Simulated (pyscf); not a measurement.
Substitution at C: H₃C–Be–CH₃ (SMILES [CH3][Be][CH3]) + CH₃• (SMILES [CH3]) → [Be–CH₃]• (SMILES [Be][CH3]) + H₃C–CH₃ (SMILES CC)

Gas phase, doublet surface, charge 0. Bonds broken: Be1–C2. Bonds formed: C2–C10. Structures and frequencies: ωB97X-D3(BJ)/def2-SVP in PySCF.

Transition state (Å):

```xyz
13

Be    -0.0152     0.2784    -0.9304
C     -0.5784     1.2532     0.5388
C      0.4852    -1.2353    -1.5182
H     -1.5621     1.5885     0.2072
H     -0.4063     0.1928     0.8206
H      0.2266     1.9856     0.6177
H     -0.2834    -2.0184    -1.3733
H      0.7079    -1.2065    -2.5991
H      1.4018    -1.5980    -1.0150
C     -1.0577     1.4034     2.4788
H     -1.9074     0.7297     2.6521
H     -0.1673     1.1168     3.0542
H     -1.3242     2.4590     2.6151
```

One imaginary mode, 1202i cm⁻¹; descent along it reached the two sides named.

```csv
bond,change,reactant side (Å),saddle,product side
Be1–C2,breaks,1.686,1.851,3.5
C2–C10,forms,3.8,2.004,1.527
```

Electronic energies relative to the separated reactants (eV):

```
level                   barrier  reaction energy  reverse barrier
----------------------  -------  ---------------  ---------------
ωB97X-D3(BJ)/def2-TZVP     1.82            -0.08             1.90
PBE/def2-TZVP              1.27            -0.16             1.42
r²SCAN/def2-TZVP           1.49            -0.01             1.50
B3LYP-D3(BJ)/def2-TZVP     1.61            -0.02             1.63
PBE0-D3(BJ)/def2-TZVP      1.50            -0.15             1.65
M06-2X/def2-TZVP           1.67            -0.04             1.71
ωB97M-D3(BJ)/def2-TZVP     1.82            +0.07             1.75
HF/def2-TZVP               2.64            +0.02             2.62
```

With ωB97M-D3(BJ)/def2-TZVP energies and thermal terms (ideal gas, 1 atm, RRHO with modes under 100 cm⁻¹ raised to 100, one conformer, R ln 2 for chiral ones without a mode under 150 cm⁻¹), in eV:

```csv
T (K),ΔH‡,ΔG‡,ΔH,ΔG
298,1.90,2.27,+0.24,+0.29
600,1.90,2.66,+0.18,+0.36
900,1.91,3.03,+0.15,+0.45
1200,1.93,3.40,+0.13,+0.56
```

This is the saddle that the search found; another between the same sides may lie lower. The angle at the attacked C is 152°.
